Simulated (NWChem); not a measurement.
**Basis-set convergence for formaldehyde (CH2O)**

```xyz
4

C      0.0000     0.0000     0.5244
O      0.0000     0.0000    -0.6753
H     -0.9447     0.0000     1.1280
H      0.9447     0.0000     1.1280
```
Charge 0, spin multiplicity 1.

All runs are NWChem calculations. Structure: optimised with B3LYP/def2-SVP, a minimum by its harmonic frequencies.

Quantity: vertical ionisation energy at the level ΔHF (Δ: difference of total energies, the cation a doublet at the parent's geometry with its hole in an orbital of symmetry b1 (C2v labels); it is the state that the SCF runs reached, from PBE0 orbitals for Hartree-Fock references, and need not be the lowest).

The Pople sets run with spherical d functions. No SCF solution was tested for a lower state. Open-shell Hartree-Fock references start from PBE0 orbitals; any time given for them includes that run.

The cost column gives rough processor time relative to STO-3G; each entry includes its own SCF.

| basis | functions | vertical ionisation energy (eV) | relative cost |
|---|---|---|---|
| STO-3G | 12 | … | 1 |
| pcseg-1 | 38 | … | under 3 |
| 6-311G** | 48 | 9.42 | under 3 |
| 6-311++G** | 58 | 9.50 | under 3 |
| aug-pcseg-1 | 64 | 9.52 | under 3 |
| def2-TZVP | 74 | 9.46 | under 3 |
| cc-pVTZ | 88 | 9.44 | 5 |
| def2-TZVPD | 95 | 9.47 | 4 |
| cc-pVQZ | 170 | 9.46 | 30 |
| def2-QZVP | 174 | 9.46 | 30 |

**Question.** What belongs in the gaps?

**Answer.** 
- STO-3G, vertical ionisation energy (eV): 7.37
- pcseg-1, vertical ionisation energy (eV): 9.55
